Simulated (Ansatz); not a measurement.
Two shapes of singlet C₂H₂.

Shape 1:

```xyz
4

C    -0.0467   -0.0164   -0.4852
C    -0.0416   -0.0157    0.7991
H    -0.0485   -0.9506   -1.0196
H    -0.0062    0.9891   -1.0037
```

Shape 2:

```xyz
4

C     0.0000    0.0000   -0.5163
C     0.0000    0.0000    0.8877
H     0.0000   -1.0240   -1.1142
H     0.0000    1.0240   -1.1142
```

Basis set: cc-pVDZ (spherical functions). Frozen core: 2 orbitals. Charge 0, multiplicity 1.

Computed with Ansatz (development build ahead of 0.2.0); each method stands on the lowest determinant of its kind that the runs found.

Problem. Which shape is lower in energy, and by how much in each method?

Solution.

| method | E(2) − E(1) (eV) |
| --- | --- |
| RHF | 0.620 |
| RHF-MP2 | 0.359 |

Shape 1 is lower.
